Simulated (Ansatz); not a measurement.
MgCl2⁺, relaxed as a doublet with UKS r2SCAN-D4/def2-TZVP in Ansatz, starting from the GFN1-xTB geometry. Force threshold 0.02 eV/Å.

The structure comes from a short search, and lower isomers may exist.

Start:

| atom | x (Å) | y (Å) | z (Å) |
| --- | --- | --- | --- |
| Mg1 | 0.480 | 2.116 | -0.191 |
| Cl2 | -0.091 | -1.943 | 0.500 |
| Cl3 | -0.389 | -0.172 | -0.310 |

(1) Estimate the energy that the relaxation releases and the steps that it takes.

(2) Does the start keep its bonding and symmetry?

(3) Predict the relaxed structure.

## Answers

(1) 183.0 kJ/mol, in 25 steps; 68 s on 4 threads of Arm Neoverse V2 on a shared host. No frequencies were taken in this run, so the end may be a saddle point.

(2) Bonds lost: Cl2–Cl3 (atoms count from 1). Bonds formed: Mg1–Cl2 (atoms count from 1). Point group Cs at the start, C2v at the end, both within 0.05 Å.

(3) 
```xyz
3

Mg    0.608    0.911    0.292
Cl    0.444   -1.254    0.791
Cl   -1.052    0.344   -1.082
```
Bond lengths: 2 × Cl–Mg 2.23 Å.
